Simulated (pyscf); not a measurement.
Structures and frequencies: ωB97X-D3(BJ)/def2-SVP in PySCF.

### Question
H₃Si–AsH–SiH₃ + H atom (H•) → silane (SiH₄) + H₃Si–AsH•
Surface: doublet. Broken: As–Si. Formed: H–Si. Give ΔE‡ and ΔE from ωB97M-D3(BJ)/def2-TZVP, relative to the separated reactants.

### Answer
ΔE‡ = 3.5 kcal/mol, ΔE = -28.1 kcal/mol. Zero-point energy shifts the barrier by +0.7 kcal/mol. It is a substitution at Si, with an imaginary mode of 565i cm⁻¹. This is the saddle that the search found; another between the same sides may lie lower. The angle at the attacked Si is 179°. Elements up to Kr have no core potential and no relativistic terms here.
